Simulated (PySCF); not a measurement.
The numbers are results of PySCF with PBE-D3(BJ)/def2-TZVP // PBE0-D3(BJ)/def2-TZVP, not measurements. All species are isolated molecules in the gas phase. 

Reference species (SMILES): `C=[SiH]` (neutral, multiplicity 2).

```
Item            Value
-------------  ------
dipole moment  0.50 D
```

Changed species: `[SH]` (radical fragment; the reference has radical fragment).

Question: What does the change do to the dipole moment?

Answer: the dipole moment goes up by 0.37 D, to 0.87 D.
